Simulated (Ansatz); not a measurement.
We consider cubic perovskite BaTiO₃ (cubic high-temperature phase), described by r²SCAN (Ansatz, a quantum-chemistry and plane-wave program, plane waves, PAW).

Run with plane-wave cutoff 600 eV, 6×6×6 k mesh, finite displacements, no spin polarisation, scalar-relativistic PAW data made under PBE.

The cell has the measured lattice: a = b = c = 4.0010 Å, α = β = γ = 90.00°.

**Question.** Give the computed electronic dielectric constant ε∞.

**Answer.** 
- electronic dielectric constant ε∞ = 6.05

Measured, for comparison: high-frequency dielectric constant 5.4 (temperature not stated, not corrected to a static lattice; as tabulated in Ghosez et al. (1997), arXiv:cond-mat/9706294). Computed (rounded) less measured: high-frequency dielectric constant +12 %.

Note: the run finds an imaginary mode (239i cm⁻¹), so the cell is a saddle point at this level; the cell isn't this level's own, so it is under some stress, which shifts stiffness and frequencies.

Spin–orbit coupling is not included.
